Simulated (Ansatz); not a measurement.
**Worked example: correlation energy of HBe–BeH, singlet**

Geometry: a point of a breathe scan, not a stationary point.

```yaml
atoms:
  - { symbol: Be, position_ang: [0.0000, 0.0000, 1.8328] }
  - { symbol: Be, position_ang: [0.0000, 0.0000, -1.8328] }
  - { symbol: H, position_ang: [0.0000, 0.0000, 4.1788] }
  - { symbol: H, position_ang: [0.0000, 0.0000, -4.1788] }
```

Basis cc-pVDZ; Ansatz 0.2.0. Correlated methods freeze the noble-gas cores, which leaves 6 electrons in 36 orbitals. R marks a restricted (for open shells ROHF) determinant.

Full CI is exact within this basis and frozen core; it isn't the basis-set limit.

Runs differ by some tens of microhartree through their thresholds, so steps under 0.03 kcal/mol mean nothing.

| level | total energy (hartree) |
| --- | --- |
| RHF | -30.090794 |
| RMP2 | -30.186431 |
| RCCSD | -30.242771 |
| RCCSD(T) | -30.253413 |
| RCCSDT* | -30.259263 |
| RCCSDT(Q)* | -30.257570 |
| full CI | -30.257234 |

Q: What is the correlation energy at full CI, and what share of it do RMP2 and RCCSD(T) recover?

A: E(corr) = -30.257234 − (-30.090794) = -0.166440 hartree = -4.529 eV. RMP2: -0.095637 / -0.166440 = 57.46 %. RCCSD(T): -0.162619 / -0.166440 = 97.70 %.

Q: By how many kcal/mol does RCCSD(T) miss full CI (1 hartree = 627.509 kcal/mol), and which steps make up the rest?

A: -30.253413 − (-30.257234) = 0.003821 hartree = 2.40 kcal/mol. Steps: RCCSDT − RCCSD(T) = -3.67, RCCSDT(Q) − RCCSDT = 1.06, full CI − RCCSDT(Q) = 0.21 kcal/mol. With more than one leading determinant such errors change with state and geometry, and needn't cancel in differences.

An asterisk marks runs whose energy the program itself flagged as in doubt.
